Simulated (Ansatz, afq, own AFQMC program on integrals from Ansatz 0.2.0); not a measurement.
## AuSiH$_{3}$, singlet in def2-SVP, levels against CCSDT(Q)

```xyz
5

Au   -0.3188    0.0021    0.0018
Si    1.9697   -0.0127   -0.0110
H     2.4639   -1.4148   -0.0088
H     2.4842    0.6879    1.1951
H     2.4705    0.6792   -1.2279
```

Connectivity, by distances: Au–SiH3.

Basis def2-SVP with its core potentials. Noble-gas cores (and the filled d shells of Ga–Kr and In–Xe) are frozen. Integrals, coupled cluster, full CI and functionals: Ansatz 0.2.0; the random walks run on the same integrals in our own AFQMC program. The CISD trial takes its coefficients from CCSD amplitudes. Released means that phaseless walkers are propagated on without the constraint, phases kept. Uncertainties: one standard error, sampling alone. No spin–orbit coupling. The metal's outer-core s and p shells are frozen, which shifts wave-function levels against functionals.

Determinant: RHF, the one that the program's search chose, which needn't be the lowest solution. The geometry is a point of a scan.

No full CI on the walks' own integrals is used here; CCSDT(Q) serves as the reference and is uncertain by about the last step of the cluster series.

Cautions: no spin-orbit coupling; outer-core shells of the metal frozen; higher spins were not checked.

The T1 diagnostic is 0.0225. The weight of the determinant in the CISD state is 0.846 and the size of the correlated space is 18 electrons in 56 orbitals.

```json
{"level": "MP2", "correlation energy (eV)": "-10.8741"}
{"level": "CCSD", "correlation energy (eV)": "-10.9797"}
{"level": "CCSD(T)", "correlation energy (eV)": "-11.2504"}
```

Estimate where AFQMC with the constraint released lies against CCSD(T) on the same integrals.

0.8 ± 0.8 kJ/mol below CCSD(T). The gap is under twice the noise, so this walk alone can't tell the two apart.

Reference: CCSDT(Q), correlation energy -11.272 eV. The released energy is read at 1.80 1/Eh, later times being too noisy (meV from the phaseless value at times in 1/Eh: -7 ± 3 at 0.24, -4 ± 6 at 0.60, -13 ± 7 at 1.20, 4 ± 8 at 1.80, -11 ± 14 at 2.60).

```json
{"level": "CCSD(T)", "E − E(reference) (kJ/mol)": "2.1", "share of correlation (%)": "99.80"}
{"level": "CCSDT", "E − E(reference) (kJ/mol)": "1.3", "share of correlation (%)": "99.88"}
{"level": "ph-AFQMC/HF", "E − E(reference) (kJ/mol)": "-15.7 ± 3.1", "share of correlation (%)": "101.44"}
{"level": "ph-AFQMC/CISD", "E − E(reference) (kJ/mol)": "0.9 ± 0.6", "share of correlation (%)": "99.92"}
{"level": "released AFQMC", "E − E(reference) (kJ/mol)": "1.3 ± 0.8", "share of correlation (%)": "99.88"}
```

A walk keeps the symmetry of its determinant, which the program's search chose and which needn't be the lowest solution, so a lower state of the same spin and another symmetry isn't excluded. Released energies are given only where the last usable release times agree within the noise; a slower fall can still hide under it.
